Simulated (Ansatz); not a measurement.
**Titanium, hcp under RPBE: from relaxation to bulk modulus**

Aim: take titanium in the hcp structure, solve it on a dense k-mesh, switch on spin-orbit coupling, then scale the cell to 7 volumes from 88 to 112 % of the relaxed one and try a fit of the equation of state. The k-meshes are 20×20×11 for the dense run; 12×12×7 for spin-orbit coupling; 20×20×11 for the volumes.

Method: DFT RPBE, plane waves (420 eV) with PAW, scalar-relativistic; PBE-made PAW files, in Ansatz 0.2.0.

1 further run of the same task is left out (for a known fault of the program).

**1. The system as given**

The structure is hexagonal, space group P6_3/mmc (No. 194). The conventional cell has a = 2.968 Å, b = 2.968 Å, c = 4.701 Å, α = 90.00°, β = 90.00°, γ = 120.00°. Ti (site symmetry -6m2) is surrounded by 12 Ti at 2.91 to 2.97 Å.

Structure file:

```cif
data_structure
_symmetry_space_group_name_H-M 'P6_3/mmc'
_symmetry_Int_Tables_number 194
_cell_length_a 2.9677
_cell_length_b 2.9677
_cell_length_c 4.7006
_cell_angle_alpha 90.000
_cell_angle_beta 90.000
_cell_angle_gamma 120.000
_cell_volume 35.85
loop_
_atom_site_label
_atom_site_type_symbol
_atom_site_symmetry_multiplicity
_atom_site_Wyckoff_symbol
_atom_site_fract_x
_atom_site_fract_y
_atom_site_fract_z
_atom_site_occupancy
Ti1 Ti 2 c 0.33333 0.66667 0.25000 1
```

**2. The energy on a finer k-mesh**

The input, input.yaml:

```yaml
crystal:
  lattice:
    - [2.9676858655, 0.0, 0.0]
    - [-1.4838429328, 2.57009135, 0.0]
    - [0.0, 0.0, 4.7005998843]
  atoms:
    - { symbol: Ti, position: [0.3333333333, 0.6666666667, 0.25] }
    - { symbol: Ti, position: [0.6666666667, 0.3333333333, 0.75] }
hamiltonian:
  xc: rpbe
  pseudopotentials:
    kind: paw
    azcp:
      Ti: "pseudopotentials/Ti.paw.azcp"
basis:
  ecutwfc: 420
  fft_grid_basis: typed
kpoints:
  mp_grid: { grid: [20, 20, 11], shift: [0, 0, 0] }
magnetization:
  spin_polarized: false
scf:
  occupations: { method: fermi_dirac, width: 0.1 }
```

**3. With spin-orbit coupling**

Changes to input.yaml since step 2:

```diff
@@ -11,3 +11,3 @@
   pseudopotentials:
-    kind: paw
+    kind: paw_fr
     azcp:
@@ -18,5 +18,6 @@
 kpoints:
-  mp_grid: { grid: [20, 20, 11], shift: [0, 0, 0] }
+  mp_grid: { grid: [12, 12, 7], shift: [0, 0, 0] }
 magnetization:
-  spin_polarized: false
+  noncollinear: true
+  spin_orbit: true
 scf:
```

**4. Equation of state: 88 %**

The input, input.yaml:

```yaml
crystal:
  lattice:
    - [2.8438857971, 0.0, 0.0]
    - [-1.4219428986, 2.4628773458, 0.0]
    - [0.0, 0.0, 4.5045095252]
  atoms:
    - { symbol: Ti, position: [0.3333333333, 0.6666666667, 0.25] }
    - { symbol: Ti, position: [0.6666666667, 0.3333333333, 0.75] }
hamiltonian:
  xc: rpbe
  pseudopotentials:
    kind: paw
    azcp:
      Ti: "pseudopotentials/Ti.paw.azcp"
basis:
  ecutwfc: 420
  fft_grid_basis: typed
kpoints:
  mp_grid: { grid: [20, 20, 11], shift: [0, 0, 0] }
magnetization:
  spin_polarized: false
scf:
  occupations: { method: fermi_dirac, width: 0.1 }
output:
  stress: true
```

**5. Equation of state: 92 %**

Changes to input.yaml since step 4:

```diff
@@ -2,5 +2,5 @@
   lattice:
-    - [2.8438857971, 0.0, 0.0]
-    - [-1.4219428986, 2.4628773458, 0.0]
-    - [0.0, 0.0, 4.5045095252]
+    - [2.8863381125, 0.0, 0.0]
+    - [-1.4431690563, 2.4996421294, 0.0]
+    - [0.0, 0.0, 4.571750924]
   atoms:
```

**6. Equation of state: 96 %**

Changes to input.yaml since step 5:

```diff
@@ -2,5 +2,5 @@
   lattice:
-    - [2.8863381125, 0.0, 0.0]
-    - [-1.4431690563, 2.4996421294, 0.0]
-    - [0.0, 0.0, 4.571750924]
+    - [2.9275770858, 0.0, 0.0]
+    - [-1.4637885429, 2.5353561278, 0.0]
+    - [0.0, 0.0, 4.6370704765]
   atoms:
```

**7. Equation of state: 100 %**

Changes to input.yaml since step 6:

```diff
@@ -2,5 +2,5 @@
   lattice:
-    - [2.9275770858, 0.0, 0.0]
-    - [-1.4637885429, 2.5353561278, 0.0]
-    - [0.0, 0.0, 4.6370704765]
+    - [2.9676858655, 0.0, 0.0]
+    - [-1.4838429328, 2.57009135, 0.0]
+    - [0.0, 0.0, 4.7005998843]
   atoms:
```

**8. Equation of state: 104 %**

Changes to input.yaml since step 7:

```diff
@@ -2,5 +2,5 @@
   lattice:
-    - [2.9676858655, 0.0, 0.0]
-    - [-1.4838429328, 2.57009135, 0.0]
-    - [0.0, 0.0, 4.7005998843]
+    - [3.0067388422, 0.0, 0.0]
+    - [-1.5033694211, 2.6039122199, 0.0]
+    - [0.0, 0.0, 4.7624569764]
   atoms:
```

**9. Equation of state: 108 %**

Changes to input.yaml since step 8:

```diff
@@ -2,5 +2,5 @@
   lattice:
-    - [3.0067388422, 0.0, 0.0]
-    - [-1.5033694211, 2.6039122199, 0.0]
-    - [0.0, 0.0, 4.7624569764]
+    - [3.0448028684, 0.0, 0.0]
+    - [-1.5224014342, 2.6368766336, 0.0]
+    - [0.0, 0.0, 4.8227476423]
   atoms:
```

**10. Equation of state: 112 %**

Changes to input.yaml since step 9:

```diff
@@ -2,5 +2,5 @@
   lattice:
-    - [3.0448028684, 0.0, 0.0]
-    - [-1.5224014342, 2.6368766336, 0.0]
-    - [0.0, 0.0, 4.8227476423]
+    - [3.0819382706, 0.0, 0.0]
+    - [-1.5409691353, 2.6690368352, 0.0]
+    - [0.0, 0.0, 4.8815674349]
   atoms:
```

(Steps that only read results are left out.)

What does the calculation give? Wanted: space group; conventional cell; volume; shortest distance; gap on the mesh; V₀, B₀, B₀′.

**Answer**, as computed:

| quantity | value |
| --- | --- |
| space group (spins left aside) | P6_3/mmc (No. 194) |
| conventional cell | a = 2.968 Å, c = 4.701 Å (c/a = 1.584) |
| volume | 17.926 Å³/atom |
| shortest distance | 2.909 Å |
| gap on the mesh | none (levels filled in part) |
| V₀, B₀, B₀′ | 17.888 Å³/atom, 105 GPa, 3.6 |

What this shows: No gap shows: it is a metal or semimetal at this level. The total energy of the spin-orbit run (on a coarser mesh) lies -70 meV/atom from the scalar one; mesh and treatment of the core enter this figure, so it is no spin-orbit energy. B₀ comes out at 105 GPa; letting shape and positions relax at each volume could only lower it.
